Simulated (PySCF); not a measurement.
Atom-mapped SMILES (the numbers label the heavy atoms): `[BH3-:1][PH3+:2]`. Hydrogens are named by the atom that carries them.

Geometry: PBE0-D3(BJ)/def2-SVP; GIAO absolute shieldings from PySCF, gas phase, non-relativistic, averaged over equivalent atoms.

At PBE0/aug-cc-pVDZ (104 basis functions, 3.4 s wall time on 1 thread of an Intel Xeon 6975P-C, shared host):
```csv
atoms,σ (ppm)
B1,157.5
P2,521.3
H(P2),27.14
H(B1),30.26
```

**Question.** Estimate the result of repeating the calculation with PBE0/IGLO-III.

**Answer.** 
```json
{"atoms": "B1", "σ at PBE0/IGLO-III": "151.3", "change": "-6.2"}
{"atoms": "P2", "σ at PBE0/IGLO-III": "443.8", "change": "-77.5"}
{"atoms": "H(P2)", "σ at PBE0/IGLO-III": "27.03", "change": "-0.11"}
{"atoms": "H(B1)", "σ at PBE0/IGLO-III": "30.31", "change": "+0.05"}
```

The largest change is at P2 (phosphorus bonded to B, 3 H). Cost: 139 basis functions, 4.5 s wall time on 1 thread of an Intel Xeon 6975P-C, shared host.
